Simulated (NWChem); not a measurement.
The numbers come from NWChem runs, not from measurements. System: Cl, charge 0, spin multiplicity 2. Its SCF solution wasn't tested for a lower state. Level: UPBE/cc-pVQZ.

Input file:

```
start mol
memory heap 200 mb stack 900 mb global 1100 mb
geometry units angstroms nocenter noautoz
  Cl     0.000000     0.000000     0.000000
  symmetry group D2h
end
basis spherical
  * library cc-pvqz
end
dft
  xc xpbe96 cpbe96
  odft
  mult 2
  semidirect memsize 60000000 filesize 0
  iterations 100
end
task dft energy
```

NWChem printed:

```
             Northwest Computational Chemistry Package (NWChem) 7.3.0
             --------------------------------------------------------

                                NWChem Input Module
                                -------------------

 Scaling coordinates for geometry "geometry" by  1.889725989
 (inverse scale =  0.529177249)

                             Geometry "geometry" -> ""
                             -------------------------

 Output coordinates in angstroms (scale by  1.889725989 to convert to a.u.)

  No.       Tag          Charge          X              Y              Z
 ---- ---------------- ---------- -------------- -------------- --------------
    1 Cl                  17.0000     0.00000000     0.00000000     0.00000000

 Effective nuclear repulsion energy (a.u.)       0.0000000000

            Nuclear Dipole moment (a.u.)
            ----------------------------
        X                 Y               Z
 ---------------- ---------------- ----------------
     0.0000000000     0.0000000000     0.0000000000

      Symmetry information
      --------------------

 Group name             D2h
 Group number             26
 Group order               8
 No. of unique centers     1

      Symmetry unique atoms

     1


 Summary of "ao basis" -> "" (spherical)
 ------------------------------------------------------------------------------
       Tag                 Description            Shells   Functions and Types
 ---------------- ------------------------------  ------  ---------------------
 *                          cc-pvqz                   on all atoms

  pbe96 is a nonlocal functional; adding pw91lda local functional.

                                 NWChem DFT Module
                                 -----------------

 Summary of "ao basis" -> "ao basis" (spherical)
 ------------------------------------------------------------------------------
       Tag                 Description            Shells   Functions and Types
 ---------------- ------------------------------  ------  ---------------------
 Cl                         cc-pvqz                 17       59   6s5p3d2f1g
[...]
              MO Center= -3.3D-32,  1.4D-21,  6.7D-33, r^2= 1.2D+00
   Bfn.  Coefficient  Atom+Function         Bfn.  Coefficient  Atom+Function
  ----- ------------  ---------------      ----- ------------  ---------------
    17      0.481844  1 Cl py                14      0.386396  1 Cl py
    11      0.286430  1 Cl py                20      0.252775  1 Cl py
     8      0.031588  1 Cl py

 Vector    8  Occ=1.000000D+00  E=-2.977905D-01  Symmetry=b1u
              MO Center=  3.5D-33,  1.6D-33, -1.8D-22, r^2= 1.2D+00
   Bfn.  Coefficient  Atom+Function         Bfn.  Coefficient  Atom+Function
  ----- ------------  ---------------      ----- ------------  ---------------
    18      0.481844  1 Cl pz                15      0.386396  1 Cl pz
    12      0.286430  1 Cl pz                21      0.252775  1 Cl pz
     9      0.031588  1 Cl pz

 Vector    9  Occ=0.000000D+00  E=-2.830404D-01  Symmetry=b3u
              MO Center=  5.7D-19, -5.6D-18, -2.8D-18, r^2= 1.2D+00
   Bfn.  Coefficient  Atom+Function         Bfn.  Coefficient  Atom+Function
  ----- ------------  ---------------      ----- ------------  ---------------
    16      0.476474  1 Cl px                13      0.380442  1 Cl px
    10      0.297410  1 Cl px                19      0.264043  1 Cl px
     7      0.044921  1 Cl px

 Vector   10  Occ=0.000000D+00  E= 2.122092D-01  Symmetry=b2u
              MO Center=  4.1D-30, -7.2D-23, -2.2D-32, r^2= 4.3D+00
   Bfn.  Coefficient  Atom+Function         Bfn.  Coefficient  Atom+Function
  ----- ------------  ---------------      ----- ------------  ---------------
    20      1.450401  1 Cl py                17     -1.044028  1 Cl py
    11     -0.436615  1 Cl py                 8     -0.316148  1 Cl py
    14     -0.042976  1 Cl py

 Vector   11  Occ=0.000000D+00  E= 2.122092D-01  Symmetry=b1u
              MO Center=  2.7D-30, -8.5D-34, -6.8D-23, r^2= 4.3D+00
   Bfn.  Coefficient  Atom+Function         Bfn.  Coefficient  Atom+Function
  ----- ------------  ---------------      ----- ------------  ---------------
    21      1.450401  1 Cl pz                18     -1.044028  1 Cl pz
    12     -0.436615  1 Cl pz                 9     -0.316148  1 Cl pz
    15     -0.042976  1 Cl pz

   alpha - beta orbital overlaps
   -----------------------------

   alpha      1      2      3      4      5      6      7      8      9     10
    beta      1      2      3      4      5      6      9      7      8     12
 overlap   1.000  1.000  1.000  1.000  1.000  0.999  0.999  1.000  1.000  0.999

   alpha     11     12     13     14     15     16     17     18     19     20
    beta     10     11     13     18     17     16     14     15     23     22
 overlap   1.000  1.000  0.995  0.994  1.000  1.000  1.000  1.000  0.999  1.000

   alpha     21     22     23     24     25     26     27     28     29     30
    beta     21     19     20     30     28     29     26     27     24     25
 overlap   1.000  1.000  1.000  0.978  0.995  0.995  1.000  1.000  1.000  1.000

   alpha     31     32     33     34     35     36     37     38     39     40
    beta     33     31     32     34     43     41     42     40     39     37
 overlap   0.978  0.995  0.995  1.000  0.986  0.993  0.993  0.998  0.998  1.000

   alpha     41     42     43     44     45     46     47     48     49     50
    beta     38     35     36     48     45     44     46     47     55     53
 overlap   1.000  1.000  1.000  0.986  0.993  0.993  0.998  0.998  1.000  1.000

   alpha     51     52     53     54     55     56     57     58     59
    beta     54     51     52     49     50     56     57     58     59
 overlap   1.000  1.000  1.000  1.000  1.000  1.000  1.000  1.000  1.000

     --------------------------
     Expectation value of S2:
     --------------------------
      <S2> =      0.7531 (Exact =     0.7500)

 Task  times  cpu:        2.8s     wall:        2.8s

 Total times  cpu:        2.9s     wall:        2.9s
```
